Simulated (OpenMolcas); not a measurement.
# One shape, several levels: NS (Mononitrogen monosulfide)

Wanted: a comparison of 3 runs (ROCCSD(T)/ANO-RCC-VDZ, ROCCSD(T)/ANO-RCC-VDZP, ROCCSD(T)/ANO-RCC-VTZP) of NS (Mononitrogen monosulfide). 

Program for the calculation: OpenMolcas 26.06.

1 further run of the same task is left out (for a known fault of the program).

## Step 1: The system as given

The species is NS (2 atoms), meant as a doublet with charge 0. As SMILES, `[N]=S`. The coordinates come from a PBE0-D4/def2-TZVP relaxation.

Bond lengths: N1–S2 1.486 Å.

## Step 2: A single-point energy at ROCCSD(T)/ANO-RCC-VDZ (DKH2) (run 1)

File job.input:

```
&GATEWAY
Coord
2
angstrom
N        0.000000       0.000000      -0.011220
S        0.000000       0.000000       1.474400
Basis
ANO-RCC-VDZ
Group
NoSym
&SEWARD
&SCF
UHF
Spin
2
PrOrbitals
0
&RASSCF
FileOrb
$Project.UnaOrb
Spin
2
Nactel
1 0 0
Inactive
11
Ras2
1
OutOrbitals
Canonical
OrbListing
Nothing
&MOTRA
JobIph
Frozen
6
&CCSDT
CCT
Triples
3
Iterations
50
Extrapolation
5 4
```

Run with:

```
export MOLCAS_MEM=1860
pymolcas job.input > job.log
```

What it wrote:

```text
--- Start Module: gateway ---
[...]
--- Stop Module: gateway /rc=_RC_ALL_IS_WELL_ ---
[...]
      Basis functions           22
[...]
       Convergence after  35 Iterations
[...]
::    Total SCF energy                               -452.9676190625
[...]
      Total spin, S                                     0.6910558359
[...]
      Number of active orbitals                  1
[...]
      Spin quantum number                      0.5
[...]
      Active orbitals                            1
[...]
      Number of CSFs                             1
[...]
      Number of root(s) required                 1
[...]
      Convergence after 14 iterations
[...]
      printout of CI-coefficients larger than  0.05 for root  1
      energy=    -452.953283
      conf/sym  1     Coeff  Weight
             1  u   1.00000 1.00000
      Natural orbitals and occupation numbers for root  1
      sym 1:   1.000000
      ************************************************************************************************************************
      *                                                    Final results                                                     *
[...]
::    RASSCF root number  1 Total energy:   -452.95328288
[...]
      Total electronic charge=   23.000000
      Total            charge=   -0.000000
[...]
      Dipole Moment (debye):
      Origin of the operator (angstrom)=    0.0000    0.0000    1.0219
                   X=  5.0528E-13               Y=  4.8281E-13               Z=  1.4537E+00           Total=  1.4537E+00
      Quadrupole Moment (debye*angstrom):
[...]
--- Start Module: motra ---
[...]
      *** WARNING: Default frozen orbitals is overwritten by user input.
      *** Default values:   6
[...]
--- Stop Module: motra /rc=_RC_ALL_IS_WELL_ ---
--- Start Module: ccsdt ---
[...]
      Convergence after                    18  Iterations
      Total energy (diff) :    -453.12973567       0.00000009
[...]
 METHOD                       : CCSD+T(CCSD)+<T3(1)WT1>+<T3(1)UT2> = CCSD(T)
[...]
       CCSD     =      -453.1297356699911
[...]
--- Stop Module: ccsdt /rc=_RC_ALL_IS_WELL_ ---
[...]
```

Wall time 3.9 s (1 thread of Arm Neoverse V1, shared host); peak memory 0.37 GiB.

## Step 3: The energy at ROCCSD(T)/ANO-RCC-VDZP (DKH2) (run 2)

File job.input:

```
* NS CCSD(T)
&GATEWAY
Coord
2
angstrom
N        0.000000       0.000000      -0.011220
S        0.000000       0.000000       1.474400
Basis = ANO-RCC-VDZP
Group = NoSym
&SEWARD
&SCF
UHF
Spin = 2
PrOrbitals = 0
&RASSCF
FileOrb = $Project.UnaOrb
Spin = 2
Nactel = 1 0 0
Inactive = 11
Ras2 = 1
OutOrbitals = Canonical
OrbListing = Nothing
&MOTRA
JobIph
Frozen = 6
&CCSDT
CCT
Triples = 3
Iterations = 50
Extrapolation = 5 4
```

Run with:

```
export MOLCAS_MEM=1860
pymolcas job.input > job.log
```

What it wrote:

```text
--- Start Module: gateway ---
[...]
--- Stop Module: gateway /rc=_RC_ALL_IS_WELL_ ---
[...]
      Basis functions           32
[...]
       Convergence after  27 Iterations
[...]
::    Total SCF energy                               -453.0615469361
[...]
      Total spin, S                                     0.6809429678
[...]
      Number of active orbitals                  1
[...]
      Spin quantum number                      0.5
[...]
      Active orbitals                            1
[...]
      Number of CSFs                             1
[...]
      Number of root(s) required                 1
[...]
      Convergence after 15 iterations
[...]
      printout of CI-coefficients larger than  0.05 for root  1
      energy=    -453.044575
      conf/sym  1     Coeff  Weight
             1  u   1.00000 1.00000
      Natural orbitals and occupation numbers for root  1
      sym 1:   1.000000
      ************************************************************************************************************************
      *                                                    Final results                                                     *
[...]
::    RASSCF root number  1 Total energy:   -453.04457477
[...]
      Total electronic charge=   23.000000
      Total            charge=   -0.000000
[...]
      Dipole Moment (debye):
      Origin of the operator (angstrom)=    0.0000    0.0000    1.0219
                   X=  1.2281E-12               Y=  2.0765E-12               Z=  1.7169E+00           Total=  1.7169E+00
      Quadrupole Moment (debye*angstrom):
[...]
--- Start Module: motra ---
[...]
      *** WARNING: Default frozen orbitals is overwritten by user input.
      *** Default values:   6
[...]
--- Stop Module: motra /rc=_RC_ALL_IS_WELL_ ---
--- Start Module: ccsdt ---
[...]
      Convergence after                    18  Iterations
      Total energy (diff) :    -453.35282559      -0.00000001
[...]
 METHOD                       : CCSD+T(CCSD)+<T3(1)WT1>+<T3(1)UT2> = CCSD(T)
[...]
       CCSD     =      -453.3528255940966
[...]
--- Stop Module: ccsdt /rc=_RC_ALL_IS_WELL_ ---
[...]
```

Wall time 4.2 s (1 thread of Arm Neoverse V1, shared host); peak memory 0.37 GiB.

## Step 4: A single-point energy at ROCCSD(T)/ANO-RCC-VTZP (DKH2) (run 3)

File job.inp:

```
&GATEWAY
 Coord
 2
 angstrom
 N        0.000000       0.000000      -0.011220
 S        0.000000       0.000000       1.474400
 Basis = ANO-RCC-VTZP
 Group = NoSym

&SEWARD

&SCF
 UHF
 Spin = 2
 PrOrbitals = 0

&RASSCF
 FileOrb = $Project.UnaOrb
 Spin = 2
 Nactel = 1 0 0
 Inactive = 11
 Ras2 = 1
 OutOrbitals = Canonical
 OrbListing = Nothing

&MOTRA
 JobIph
 Frozen = 6

&CCSDT
 CCT
 Triples = 3
 Iterations = 50
 Extrapolation = 5 4
```

Run with:

```
export MOLCAS_MEM=1860
pymolcas job.inp > job.log
```

What it wrote:

```text
--- Start Module: gateway ---
[...]
--- Stop Module: gateway /rc=_RC_ALL_IS_WELL_ ---
[...]
      Basis functions           64
[...]
       Convergence after  34 Iterations
[...]
::    Total SCF energy                               -453.0656838187
[...]
      Total spin, S                                     0.6005772784
[...]
      Number of active orbitals                  1
[...]
      Spin quantum number                      0.5
[...]
      Active orbitals                            1
[...]
      Number of CSFs                             1
[...]
      Number of root(s) required                 1
[...]
      Convergence after 13 iterations
[...]
      printout of CI-coefficients larger than  0.05 for root  1
      energy=    -453.056157
      conf/sym  1     Coeff  Weight
             1  u   1.00000 1.00000
      Natural orbitals and occupation numbers for root  1
      sym 1:   1.000000
      ************************************************************************************************************************
      *                                                    Final results                                                     *
[...]
::    RASSCF root number  1 Total energy:   -453.05615684
[...]
      Total electronic charge=   23.000000
      Total            charge=   -0.000000
[...]
      Dipole Moment (debye):
      Origin of the operator (angstrom)=    0.0000    0.0000    1.0219
                   X=  6.5079E-09               Y=  1.9800E-08               Z=  1.6296E+00           Total=  1.6296E+00
      Quadrupole Moment (debye*angstrom):
[...]
--- Start Module: motra ---
[...]
      *** WARNING: Default frozen orbitals is overwritten by user input.
      *** Default values:   6
[...]
--- Stop Module: motra /rc=_RC_ALL_IS_WELL_ ---
--- Start Module: ccsdt ---
[...]
      Convergence after                    18  Iterations
      Total energy (diff) :    -453.42957197      -0.00000005
[...]
 METHOD                       : CCSD+T(CCSD)+<T3(1)WT1>+<T3(1)UT2> = CCSD(T)
[...]
       CCSD     =      -453.4295719691726
[...]
--- Stop Module: ccsdt /rc=_RC_ALL_IS_WELL_ ---
[...]
```

Wall time 11 s (1 thread of Arm Neoverse V1, shared host); peak memory 0.41 GiB.

## Step 5: The series

```tsv
run	level	energy (Eh)	(T) correction (mEh)	wall time
1	ROCCSD(T)/ANO-RCC-VDZ (DKH2)	-453.136465	-6.73	3.9 s
2	ROCCSD(T)/ANO-RCC-VDZP (DKH2)	-453.367921	-15.10	4.2 s
3	ROCCSD(T)/ANO-RCC-VTZP (DKH2)	-453.452189	-22.62	11 s
```

## Step 6: Outcome

```
             quantity          value
  run 3: total energy  -453.45219 Eh
run 3: (T) correction     -22.62 mEh
```

**Reading.** Over the runs the total energy spans 8.591 eV. All runs together took 19 s, the longest 11 s.
